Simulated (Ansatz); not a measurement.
## How far each method lies from full CI for HB–NH, singlet

Geometry: a PBE0/def2-TZVP stationary point for this spin, not checked as a minimum.

```xyz
4

B     0.0000    0.0000    0.5713
N     0.0000    0.0000   -0.6613
H     0.0000    0.0000    1.7429
H     0.0000    0.0000   -1.6528
```

Basis 6-31G; Ansatz 0.2.0. Correlated methods freeze the noble-gas cores, which leaves 10 electrons in 20 orbitals. Prefix R: restricted or restricted open-shell reference. Active spaces: valence = (10e, 10o) chosen from the atoms' valence shells.

Full CI is exact within this basis and frozen core; it isn't the basis-set limit.

- UHF ⟨S²⟩: 0.000
- T1 diagnostic (RCCSD): 0.0212
- largest doubles amplitude (RCCSD): 0.084

```tsv
level	E − E(RHF) (eV)
RMP2	-4.6478
RCCSD	-4.9759
RCCSD(T)	-5.1401
```

Question: Estimate how far full CI in 6-31G lies from RCCSD(T). The table doesn't fix it; the size of (T) and the diagnostics are the guide.

Answer: Full CI in 6-31G lies 0.92 mEh below RCCSD(T), which is 15 % of the (T) step (-6.03 mEh). T1 is raised, but (T) still catches most of what CCSD lacks.

The other levels:

| level | E − E(full CI) (mEh) | share of correlation (%) | wall time |
| --- | --- | --- | --- |
| CISD | 18.64 | 90.18 | 0.67 s |
| BCCD(T) | 0.99 | 99.48 | 0.39 s |
| RCCSDT | 0.37 | 99.80 | – |
| CISDTQ | 1.09 | 99.42 | 3.8 s |
| RCCSDT(Q) | -0.10 | 100.05 | 0.82 s |
| RCCSDTQ | 0.03 | 99.98 | 15 s |
| CASSCF (valence space) | 43.33 | 77.17 | – |
| NEVPT2 (valence space) | 12.65 | 93.33 | 4.9 s |
| NEVPT4(SD) (valence space) | 2.56 | 98.65 | 18 s (H100) |
| MRCISD (valence space) | 1.89 | 99.00 | – |
| MRCISD+Q (valence space) | 1.06 | 99.44 | 21 s (H100) |

The correlation energy at full CI, counted from RHF, is -5.165 eV. That run took 13 s on 2 threads of AMD EPYC 7R13 with a shared H100 80 GB, shared host over 60,095,232 determinants.

Times hold each run's SCF and search for its determinant on a shared host, so for small cases they say little of a method's own cost; rows without a card ran on 1 thread of AMD EPYC 7R13.

The full-CI state has the irrep A1 of C2v, in the program's axes (one component, if the state is degenerate).

Natural occupations of full CI about the gap: 1.981 1.971 1.969 1.936 1.936 0.056 0.056 0.029 0.023 0.012; effectively unpaired electrons, Σ n²(2−n)², 0.07.

Atomization energy (electronic, same basis, no zero-point term; atoms at the same level, unrestricted beside the R rows where the molecule is a closed shell, with restricted open-shell steps beyond CCSDT(Q)) at full CI: 1257.0 kJ/mol. Errors of other levels:

```csv
level,error (kJ/mol)
RHF,-297.7
RMP2,20.3
CISD,-46.3
RCCSD,-16.4
RCCSD(T),-1.9
BCCD(T),-1.9
RCCSDT,-1.0
CISDTQ,-2.7
RCCSDT(Q),0.2
RCCSDTQ,-0.1
CASSCF (valence space),4.9
NEVPT2 (valence space),7.9
NEVPT4(SD) (valence space),-1.7
MRCISD (valence space),-3.7
MRCISD+Q (valence space),-3.1
```

This basis is far from its limit, so the value isn't to be set against a measured one. Truncated CI isn't size-consistent, which counts against it in atomization.
